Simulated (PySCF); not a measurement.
**ClH₅ at several levels of theory**

All levels use the PBE0 minimum (singlet; Cl–H 1.275 Å, Cl–H 1.559 Å (×4); H–Cl–H 85.5° (×4), H–Cl–H 89.6° (×4), H–Cl–H 171.0° (×2)), basis [Cl def2-TZVP, H def2-TZVP], no relativity, density fitting, no spin–orbit coupling, PySCF. For vertical energies the ionised species is a doublet (spins chosen at PBE0 and kept) and the electron-attached one a doublet. Atomisation goes to high-spin ground-configuration atoms, without zero-point energy. Open shells are unrestricted, also as the reference of the correlated levels. A dash marks a value that was not computed or is not defined at that level.

```xyz
6
charge 0 multiplicity 1, angstrom
Cl    0.0000    0.0000   -0.0444
H     0.0000    0.0000    1.2303
H     1.5544    0.0000    0.0786
H     0.0000    1.5544    0.0786
H    -1.5544    0.0000    0.0786
H     0.0000   -1.5544    0.0786
```

| level | atomisation (kJ/mol) | vertical IP (eV) | vertical EA (eV) | −ε(HOMO) (eV) | gap (eV) | dipole (D) |
| --- | --- | --- | --- | --- | --- | --- |
| PBE0 | 422 | 8.11 | -0.76 | 5.85 | 4.70 | 1.00 |
| HF | -108 | 7.15 | -1.40 | 7.88 | 10.05 | 1.05 |
| PBE | 493 | 8.17 | -0.73 | 4.97 | 2.81 | 0.96 |
| r2SCAN | 465 | 8.16 | -0.68 | 5.13 | 3.35 | 1.00 |
| B3LYP | 450 | 8.26 | -0.68 | 5.79 | 4.24 | 0.96 |
| TPSSh | 483 | 8.14 | -0.80 | 5.42 | 3.91 | 0.98 |
| MP2 | 282 | 8.14 | -0.91 | – | – | – |
| HSE06 | 421 | 8.13 | -0.73 | 5.49 | 3.93 | 0.99 |
| LC-wPBE | 320 | 7.95 | -0.82 | 8.05 | 9.33 | 1.02 |

Without diffuse functions attachment energies tend to come out too low.
